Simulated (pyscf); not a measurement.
HO–B(F)–F (SMILES OB(F)F) + HF (SMILES F) -> HO–B(F)–F (SMILES OB(F)F) + HF (SMILES F) (four-centre exchange; singlet surface; H–O, F–H broken, H–O, F–H formed). Single points on ωB97X-D3(BJ)/def2-SVP structures (PySCF, gas phase). Correlated levels are frozen-core, on RHF or UHF. ΔMP2 is the change of the MP2 total energy from the triple- to the quadruple-zeta basis. Energies in kcal/mol from the separated reactants.

```tsv
level	barrier	reaction energy
PBE/def2-TZVP	30.6	0.0
r²SCAN/def2-TZVP	34.2	0.0
PBE0-D3(BJ)/def2-TZVP	[?]	0.0
HF/def2-TZVP	58.3	0.0
MP2/def2-QZVPP	40.8	0.0
CCSD(T)/def2-TZVPP	42.4	0.0
CCSD(T)/def2-TZVPP + ΔMP2(QZVPP)	[?]	0.0
```

Question: What belongs in the gaps?

Answer: 
- PBE0-D3(BJ)/def2-TZVP, barrier: 36.0
- CCSD(T)/def2-TZVPP + ΔMP2(QZVPP), barrier: 42.8

Of the functionals in the table, PBE0-D3(BJ) is closest to CCSD(T)/def2-TZVPP + ΔMP2(QZVPP) in the barrier (6.8 kcal/mol apart) and PBE least close (12.1 kcal/mol); that level has limits of its own. On the reactant side the descent ends in a complex (not fully relaxed), 4.0 kcal/mol under the separated species and 43.3 kcal/mol under the saddle at ωB97X-D3(BJ)/def2-TZVP. On the product side the descent ends in a complex, 4.5 kcal/mol under the separated species and 43.8 kcal/mol under the saddle at ωB97X-D3(BJ)/def2-TZVP. At ωB97X-D3(BJ) the barrier from the zero used here is 39.3 kcal/mol. The same reactants have a lower exit, to F–B(F)–F + H₂O (barrier +12.8 kcal/mol at ωB97M-D3(BJ), against +38.5 kcal/mol here). This is the saddle that the search found; another between the same sides may lie lower. The CCSD(T) − MP2 part came from Ansatz, without density fitting, on the same reference.
